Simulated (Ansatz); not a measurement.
Fluorite CdF2, treated with LC-ωPBE in Ansatz (PAW).

Run with plane-wave cutoff 460 eV, 8×8×8 k mesh, Fermi–Dirac smearing 0.01 eV, scalar-relativistic PAW data made under PBE.

Computed points:

```json
[
 {"V (Å³/atom)": "12.459", "E − E_lowest (meV/atom)": "12.27", "P (GPa)": "6.33"},
 {"V (Å³/atom)": "12.787", "E − E_lowest (meV/atom)": "2.89", "P (GPa)": "2.93"},
 {"V (Å³/atom)": "13.070", "E − E_lowest (meV/atom)": "0.00", "P (GPa)": "0.38"},
 {"V (Å³/atom)": "13.443", "E − E_lowest (meV/atom)": "2.61", "P (GPa)": "-2.54"},
 {"V (Å³/atom)": "13.771", "E − E_lowest (meV/atom)": "10.11", "P (GPa)": "-4.73"}
]
```

### Question
Estimate the bulk modulus from the pressures at 12.787 and 13.443 Å³/atom, and compare it with a fit to all energies.

### Answer
B = −V dP/dV. Between V = 12.787 and 13.443 Å³/atom, dP/dV = (-2.54 − (2.93))/(13.443 − 12.787) = -8.34 GPa per Å³/atom; at the midpoint 13.115 Å³/atom this gives B ≈ 109 GPa. The third-order Birch–Murnaghan fit gives V0 = 13.115 Å³/atom, B0 = 109 GPa, B′ = 4.7, which lies within 1 % of that estimate.

Static lattice: no zero-point or thermal effects.

It cost roughly 15 core-minutes of CPU time.

Ansatz is a program for electronic structure.
